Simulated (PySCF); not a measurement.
Gas-phase reaction: SiCl₄ = Si + 2 Cl₂

Computed with PySCF (xtb for GFN2) and rigid-rotor harmonic-oscillator thermochemistry at 1 bar. Table values come from the NASA 1993 polynomials. † marks an energy on the PBE0/def2-TZVP geometry and frequencies; other levels use their own. CCSD(T) freezes the core. 6-31G* has spherical d functions here. Open shells (unrestricted): Si (multiplicity 3); the rest are closed-shell singlets. GFN2 has no spin-polarisation term. Spin-orbit splitting is ignored; it lowers the true energy and changes the entropy of Si. CCSD(T) isn't extrapolated to the basis-set limit. The table's entry may be an old estimate for SiCl₄ (not checked at source).

| level | ΔH°(298 K), kJ |
|---|---|
| table | 1112.7 |
| BLYP/def2-TZVP† | ? |
| CCSD(T)/def2-SVP† | ? |
| CCSD(T)/def2-TZVPP† | ? |
| GFN2-xTB | 942.4 |
| HF/6-31G* | 1016.4 |
| HF/def2-TZVP† | ? |
| M06-2X/def2-TZVP† | 1118.8 |

Problem. Some entries are withheld; supply them.

Solution. 
- BLYP/def2-TZVP†, ΔH°(298 K), kJ: 1015.4
- CCSD(T)/def2-SVP†, ΔH°(298 K), kJ: 1077.6
- CCSD(T)/def2-TZVPP†, ΔH°(298 K), kJ: 1096.5
- HF/def2-TZVP†, ΔH°(298 K), kJ: 1025.8
